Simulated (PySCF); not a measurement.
Fill in the blanks.

Compound: hydrosulfide, HS (charge -1).
InChI=1S/H2S/h1H2/p-1

```json
{"property": "point group of the GFN2-xTB geometry", "level": "GFN2-xTB", "value": "C∞v"}
{"property": "rotational constant B (linear) of the GFN2-xTB geometry", "level": "GFN2-xTB", "value": "?"}
{"property": "HOMO energy", "level": "PBE0/pcSseg-1", "value": "0.98 eV"}
{"property": "LUMO energy", "level": "PBE0/pcSseg-1", "value": "?"}
{"property": "1H chemical shifts (computed TMS as zero) by class", "level": "GIAO PBE0/pcSseg-1", "value": "-4.81 (1 H) ppm"}
{"property": "isotropic shieldings of nuclei other than C and H, by class", "level": "GIAO PBE0/pcSseg-1", "value": "?"}
```

Electronic properties: PySCF, gas phase, density fitting. The HOMO energy is positive, so at this level the finite basis confines the outermost electrons. No diffuse functions stand in pcSseg-1, which bears on an anion's orbital energies.

Task: The LUMO energy?

Result: 7.63 eV.

Task: What is the rotational constant B (linear) of the GFN2-xTB geometry?

Result: 289.479 GHz.

Task: The isotropic shieldings of nuclei other than C and H, by class?

Result: 876 (1 S) ppm.

B corresponds to 9.656 cm⁻¹ and a moment of inertia of 1.75 u Å² (most abundant isotopes).
